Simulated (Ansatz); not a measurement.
# BO (doublet): the correlation ladder at distance B1–O2 = 2.703 Å, 6-31G

Aim: climb from Hartree-Fock through coupled cluster and multireference methods for BO (doublet) at one geometry and basis, and see what each rung misses.

The runs use Ansatz 0.2.0, Gaussian basis; 6-31G, core rule «outside noble gas», up to 2 orbitals frozen.

To be run: UHF; CCSD(T) on ROHF; CCSD(T) on UHF; BCCD(T) on ROHF; CISD; CCSDT(Q) on ROHF; CCSDT(Q) on UHF; CISDTQ; CCSDTQ on ROHF; CCSDTQ on UHF; CASSCF and MRCISD+Q, 3 electrons in 3 orbitals; CASSCF and NEVPT2, 3 electrons in 3 orbitals; CASSCF and MRCISD+Q, 9 electrons in 8 orbitals; CASSCF and NEVPT2, 9 electrons in 8 orbitals; Full CI.

22 further runs of the same task are left out: 4 for a known fault of the program, 15 that didn't finish, 3 set aside as unsound or not needed.

## Step 1: The geometry

The geometry derives from a PBE0/def2-TZVP stationary point (not a proven minimum). One bond is set to the value named and the two fragments are kept rigid.

2 atoms, charge 0, spin multiplicity 2.

Atoms are counted from 1 here; the program's logs count them from 0.

No contacts short enough for the rule that draws bonds.

## Step 2: UHF

File in.yaml:

```yaml
crystal:
  periodic: [false, false, false]
  atoms:
    - {symbol: B, position_ang: [0.000000, 0.000000, 0.000000]}
    - {symbol: O, position_ang: [0.000000, 0.000000, 2.703000]}
basis:
  gaussian: {orbitals: 6-31G}
magnetization: {spin_polarized: true, initial_magnetization: 1}
hamiltonian: {xc: hf}
output: {orbitals: {seedname: orbitals}}
```

Run with:

```sh
$ ansatz run in.yaml --threads 1 --pin off --events-out ev --progress --plain --max-ram 2393MiB
```

Further steps of the session: CCSD(T) on ROHF; CCSD(T) on UHF; BCCD(T) on ROHF; CISD; CCSDT(Q) on ROHF; CCSDT(Q) on UHF; CISDTQ; CCSDTQ on ROHF; CCSDTQ on UHF; CASSCF and MRCISD+Q, 3 electrons in 3 orbitals; CASSCF and NEVPT2, 3 electrons in 3 orbitals; CASSCF and MRCISD+Q, 9 electrons in 8 orbitals; CASSCF and NEVPT2, 9 electrons in 8 orbitals; Full CI.

Q: Predict the results of all the runs planned. Wanted: FCI below the RHF energy; RMP2 from FCI; UMP2 from FCI; RCCSD from FCI; RCCSD(T) from FCI; UCCSD(T) from FCI; RCCSDT(Q) from FCI; UCCSDT(Q) from FCI; NEVPT2 pair from FCI.

As calculated:

| quantity | value |
| --- | --- |
| FCI below the RHF energy | -5.6078 eV |
| RMP2 from FCI | +34.52 kcal/mol |
| UMP2 from FCI | +29.03 kcal/mol |
| RCCSD from FCI | +7.61 kcal/mol |
| RCCSD(T) from FCI | +1.61 kcal/mol |
| UCCSD(T) from FCI | +2.77 kcal/mol |
| RCCSDT(Q) from FCI | -1.18 kcal/mol |
| UCCSDT(Q) from FCI | -0.35 kcal/mol |
| NEVPT2 pair from FCI | +23.09 kcal/mol |
| NEVPT2 valence from FCI | +13.96 kcal/mol |
| MRCISD+Q valence from FCI | +1.02 kcal/mol |
| levels within 1 kcal/mol (43 meV) | UCCSDT, UCCSDT(Q), RCCSDTQ, UCCSDTQ |
| T1 diagnostic | 0.101 |
| effectively unpaired electrons | 1.84 |

**Reading.** RCCSD(T) lands +1.61 kcal/mol from the yardstick (1.2 % of the correlation energy). CCSD(T) misses by +1.61 kcal/mol on the restricted determinant and by +2.77 kcal/mol on the unrestricted one; the two need not hold the same state or core. RCCSDT(Q), UCCSDT(Q) fall below full CI: unrestricted runs freeze a spin-polarised core, another one than full CI's, and coupled cluster isn't variational. With 1.8 effectively unpaired electrons against 1 the state is strongly multireference. Coupled cluster on one determinant still stays close here. Of the multireference levels listed MRCISD+Q valence comes nearest in total energy (+1.02 kcal/mol), which doesn't show that its space is the better one. These misses are within one basis, not against nature; the frozen cores of restricted and unrestricted runs differ, which can shift their rows.
